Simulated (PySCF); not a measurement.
Problem. What does the PBE0-D3(BJ)/def2-SVP structure of `[SiH2]1CC1` look like in three dimensions?

Solution. 
```
atom  x, y, z in Å
C1    -0.6246    0.7085    0.1810
C2    -0.5270   -0.7430   -0.3140
Si3    1.1097    0.0355    0.1123
H4    -1.0912    0.8628    1.1602
H5    -0.9344    1.4616   -0.5517
H6    -0.7651   -0.9199   -1.3686
H7    -0.9375   -1.5180    0.3425
H8     1.7900   -0.3437    1.3756
H9     2.0073    0.4681   -0.9877
```

Orientation and origin are arbitrary. Atoms count from 1 in this order. The 3-membered ring C1–C2–Si3 has internal angles of 48.8° to 65.6°. Si3 (SiH2 silicon) has angles from 48.8° to 119.4°.

Bonds between heavy atoms (Å): C1–C2 1.537, C2–Si3 1.862, C1–Si3 1.862.

Method used: PBE0-D3(BJ)/def2-SVP geometry optimisation, gas phase in PySCF 2.14.0.

Point group: C2v (every atom within 0.08 Å of its image). No frequency check.

On one thread of an Arm Neoverse N1, no GPU, on a shared host, this took 9.2 s. These figures are those of the optimisation.
